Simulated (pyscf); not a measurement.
Optimised with ωB97X-D3(BJ)/def2-SVP in PySCF. MP2 and CC: frozen core, UHF for open shells. ΔMP2 is the change of the MP2 total energy from the triple- to the quadruple-zeta basis. Singlets are restricted, triplets unrestricted.

Singlet (Å):
```xyz
7

C     -0.0621     0.6068     0.5719
C      0.2399    -0.7695     0.8016
C     -0.8507    -1.5747     0.7171
H      0.8073     1.0563     0.0360
H      1.2493    -1.2108     0.8280
H     -0.7710    -2.6581     0.5657
H     -1.8471    -1.1214     0.7271
```

Triplet (Å):
```xyz
7

C      0.1036    -0.8122    -0.5344
C      0.9608    -0.2001     0.3483
C      0.5848     0.3872     1.5503
H     -0.9719    -1.0051    -0.5733
H      2.0264    -0.1756     0.0777
H      1.3270     0.8565     2.2015
H     -0.4601     0.3950     1.8747
```

### Question
For these two minima of :HC–CH=CH₂, which spin state lies lower at CCSD(T)/def2-TZVPP + ΔMP2(QZVPP), and by how much (electronic energies)?

### Answer
The triplet, by 7.1 kcal/mol. Zero-point energy shifts E(triplet) − E(singlet) by -0.4 kcal/mol. :HC–CH=CH₂ [triplet] lies 54.7 kcal/mol over its isomer H₂C=C=CH₂, and others may lie lower still (electronic energy, ωB97M-D3(BJ)). 

E(triplet) − E(singlet) by level (kcal/mol):

| level | gap |
|---|---|
| ωB97X-D3(BJ)/def2-TZVP | -8.8 |
| PBE/def2-TZVP | -11.6 |
| r²SCAN/def2-TZVP | -19.1 |
| B3LYP-D3(BJ)/def2-TZVP | -10.2 |
| PBE0-D3(BJ)/def2-TZVP | -15.0 |
| M06-2X/def2-TZVP | -11.1 |
| ωB97M-D3(BJ)/def2-TZVP | -7.2 |
| HF/def2-TZVP | -32.7 |
| MP2/def2-QZVPP | -3.6 |
| CCSD/def2-TZVPP | -10.8 |
| CCSD(T)/def2-TZVPP | -8.2 |
| CCSD(T)/def2-TZVPP + ΔMP2(QZVPP) | -7.1 |

The triplet is the lowest one reached from the SCF start used. A restricted singlet here is unstable towards spin polarisation, as is usual where a triplet lies low; its energy is less safe. The CCSD(T) − MP2 part came from Ansatz, without density fitting, on the same reference. A UHF reference is spin-contaminated (<S²> up to 2.24), which harms MP2 most.
